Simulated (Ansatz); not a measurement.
# hcp Be

All values below come from r²SCAN (Ansatz, an electronic-structure program, plane waves, PAW).

Run with plane-wave cutoff 500 eV, 36×36×20 k mesh (along the axes of the cell as run), Fermi–Dirac smearing 0.1 eV, scalar-relativistic PAW data made under PBE.

Cell: relaxed at this level.

| Quantity | Value |
|---|---|
| equilibrium volume per atom | 7.91 Å³/atom |
| lattice constant a | 2.262 Å |
| c axis length | 3.569 Å |

Measured, for comparison: lattice constant a 2.286 Å (293 K, not corrected to a static lattice, our sources range from 2.286 to 2.290; as tabulated in Wikipedia's data pages); lattice parameter c 3.584 Å (293 K, not corrected to a static lattice; as tabulated in Wikipedia's data pages). Computed (rounded) less measured: lattice constant a -1.0 % (-1.0 % to -1.2 % over the range), lattice parameter c -0.4 %. A static lattice is as a rule a little smaller and stiffer than an uncorrected measurement, which narrows the difference in the lattice constant a, lattice parameter c and would widen misses of the other sign.

Computed values are for the static lattice.

The result took very roughly 90 core-seconds.
